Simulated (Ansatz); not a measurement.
I need a ladder of basis sets of H4Si2, SMILES [SiH][SiH3]. Use Ansatz 0.2.0 through its Python package. Settings (for the species named): Hartree-Fock, STO-3G basis, multiplicity 3. The script varies basis: STO-3G, 6-31G, 6-31G*, def2-SVP, def2-SVPD, def2-TZVP, def2-TZVPP.

```
atom    x (Å)    y (Å)    z (Å)
  Si   1.4581  -0.7597  -0.2863
  Si  -0.6251   0.0019  -0.0212
   H   2.4117   0.2502   0.1961
   H  -0.8705   0.2696   1.4038
   H  -1.5809  -1.0064  -0.5030
   H  -0.7933   1.2444  -0.7894
```

The script, `h4si2.py`:
```python
# -*- coding: utf-8 -*-
import ansatz as az

XC = "hf"

geometry_ang = [
    ("Si", (1.4581, -0.7597, -0.2863)),
    ("Si", (-0.6251, 0.0019, -0.0212)),
    ("H", (2.4117, 0.2502, 0.1961)),
    ("H", (-0.8705, 0.2696, 1.4038)),
    ("H", (-1.5809, -1.0064, -0.503)),
    ("H", (-0.7933, 1.2444, -0.7894)),
]
mol = az.Crystal.molecule()
for symbol, xyz in geometry_ang:
    mol = mol.atom(symbol, xyz)

job = mol.calculation().functional(XC).spin("collinear", total=2)

energies = {}
for basis in ["STO-3G", "6-31G", "6-31G*", "def2-SVP", "def2-SVPD", "def2-TZVP", "def2-TZVPP"]:
    summary = job.basis(gaussian=basis).run().report
    size = summary["n_frozen"] + summary["n_occupied"][0] + summary["n_virtual"][0]
    energies[basis] = (summary["reference_energy_ev"] / 27.211386246, summary["free_energy_ev"] / 27.211386246)
    print(f"{basis:14s} {size:4d} orbitals  reference {energies[basis][0]:14.6f} Ha  total {energies[basis][1]:14.6f} Ha")

last = energies["def2-TZVPP"][1]
for basis, (_, total) in energies.items():
    print(f"{basis:14s} lies {27.211386 * (total - last):9.4f} eV above def2-TZVPP")
```

```console
$ python h4si2.py
STO-3G           22 orbitals  reference    -573.438407 Ha  total    -573.438407 Ha
6-31G            34 orbitals  reference    -580.009679 Ha  total    -580.009679 Ha
6-31G*           46 orbitals  reference    -580.079184 Ha  total    -580.079184 Ha
def2-SVP         56 orbitals  reference    -579.929321 Ha  total    -579.929321 Ha
def2-SVPD        80 orbitals  reference    -579.933916 Ha  total    -579.933916 Ha
def2-TZVP        98 orbitals  reference    -580.132876 Ha  total    -580.132876 Ha
def2-TZVPP      140 orbitals  reference    -580.133622 Ha  total    -580.133622 Ha
STO-3G         lies  182.1861 eV above def2-TZVPP
6-31G          lies    3.3727 eV above def2-TZVPP
6-31G*         lies    1.4813 eV above def2-TZVPP
def2-SVP       lies    5.5593 eV above def2-TZVPP
def2-SVPD      lies    5.4343 eV above def2-TZVPP
def2-TZVP      lies    0.0203 eV above def2-TZVPP
def2-TZVPP     lies    0.0000 eV above def2-TZVPP
```

Against STO-3G: 6-31G -6571.3 mHa, 6-31G* -6640.8 mHa, def2-SVP -6490.9 mHa, def2-SVPD -6495.5 mHa, def2-TZVP -6694.5 mHa and def2-TZVPP -6695.2 mHa. The last step alone is -0.75 mHa (these two sets differ little on atoms other than hydrogen).

Caveats:
- These settings explore the input space; basis and method may be short of convergence.
- The geometry is a force-field or estimated start, not a minimum of this method, and the last set is no limit. Much of the fall in a total is atomic energy, which cancels in bond and reaction energies.
- The run takes the species as open-shell (spin multiplicity 3), which needn't be its ground state.
- Totals across families of basis sets mostly measure their core functions.
- Finished in 6.1 s on 1 thread of Arm Neoverse V1, on a shared host, peak memory 0.31 GiB.
